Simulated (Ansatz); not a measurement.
# CH3FLi: the cost of one run

All numbers below are computed with Ansatz 0.2.0 (UKS PBE-D4/def2-SVP).

### 1 The structure to begin with

Bond lengths: Li1–F3 1.718 Å, C2–F3 1.424 Å, C2–H4 1.089 Å, C2–H5 1.088 Å, C2–H6 1.088 Å. Angles: Li1–F3–C2 177.3°, F3–C2–H4 107.4°, F3–C2–H5 106.8°, F3–C2–H6 106.1°, H4–C2–H5 112.0°, H4–C2–H6 112.1°, H5–C2–H6 111.9°.

Structure file:

```xyz
6

Li    0.1754   -0.0553   -2.5308
C    -0.0417    0.0132    0.6024
F     0.0881   -0.0379   -0.8150
H     0.9633    0.0324    1.0203
H    -0.5907   -0.8772    0.9006
H    -0.5944    0.9247    0.8225
```

### 2 Relaxing the start

Contents of input.yaml:

```yaml
crystal:
  periodic: [false, false, false]
  atoms:
    - { symbol: Li, position_ang: [0.1754, -0.0553, -2.5308] }
    - { symbol: C, position_ang: [-0.0417, 0.0132, 0.6024] }
    - { symbol: F, position_ang: [0.0881, -0.0379, -0.815] }
    - { symbol: H, position_ang: [0.9633, 0.0324, 1.0203] }
    - { symbol: H, position_ang: [-0.5907, -0.8772, 0.9006] }
    - { symbol: H, position_ang: [-0.5944, 0.9247, 0.8225] }
total_charge: 1
magnetization:
  spin_polarized: true
basis:
  gaussian: { orbitals: def2-SVP }
hamiltonian:
  xc: pbe
  dispersion: d4
relax:
  f_tol: 0.02
  max_steps: 40
```

Run with:

```sh
$ ansatz run input.yaml --threads 1 --pin off --max-ram 2048MiB --backend cpu --events-out ev --progress --plain --runs-dir out
```

**Question.** How long does this run take on 1 thread of an Arm CPU, shared host, and how much memory does it need?

About 15 s, with a peak of 0.14 GiB.
